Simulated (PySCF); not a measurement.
Isomers of C4H11PS, one conformer each; single-point electronic energies without zero-point terms and without any empirical dispersion term.

Computed with PySCF at PBE0/pcSseg-1, non-relativistic, each on one gas-phase PBE0-D3(BJ)/def2-SVP geometry that isn't relaxed in the solvent. The solvent is an IEF-PCM continuum (cavity from Bondi-type radii × 1.2). The model holds no explicit solvent molecules, cavitation or dispersion.

```csv
isomer,"relative energy, gas (kcal/mol)",dipole (D)
`CC(C)C[PH2]=S`,0.0,4.30
`CSCP(C)C`,9.7,1.34
```

Question: How do the relative energies look in chloroform (ε = 4.711)?

Answer: 
```csv
isomer,"relative energy, solvent (kcal/mol)",E(solvent) − E(gas) (kcal/mol),dipole in solvent (D)
`CC(C)C[PH2]=S`,0.0,-5.8,5.71
`CSCP(C)C`,12.3,-3.2,1.76
```

The order is unchanged. Conformers: `[CH3:1][CH:2]([CH3:3])[CH2:4][PH2:5]=[S:6]` with C1–C2–C4–P5 -61°, C2–C4–P5–S6 -47°; `[CH3:1][S:2][CH2:3][P:4]([CH3:5])[CH3:6]` with C1–S2–C3–P4 69°, S2–C3–P4–C5 72°. `CC(C)C[PH2]=S` gains most from the continuum, and it has the largest gas-phase dipole. The gains span 2.6 kcal/mol, the gas-phase energies 9.7 kcal/mol.
